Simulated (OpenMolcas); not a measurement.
**OpenMolcas timings: AlCl (aluminium monochloride)**

The species is AlCl (2 atoms), meant as a singlet with charge 0. As SMILES, `[Al][Cl]`. Geometry: the measured bond length.

| atom | x (Å) | y (Å) | z (Å) |
| --- | --- | --- | --- |
| Al | 0.0000 | 0.0000 | 0.0000 |
| Cl | 0.0000 | 0.0000 | 2.1301 |

Program: OpenMolcas 26.06. Hardware: 1 thread of Intel Xeon 6975P-C (Granite Rapids), shared host, so times are rough. Two-electron integrals are exact unless an approximation is named.

(1) Estimate their order by wall time, quickest first.
A. gradient at B3LYP/6-31G* (Cartesian functions), grid UltraFine
B. energy at B2PLYP/aug-cc-pVTZ, 10 core orbitals frozen, grid UltraFine
C. gradient at HF/STO-3G

Answers

(1) C (1.1 s), A (2.9 s), B (8.4 s).
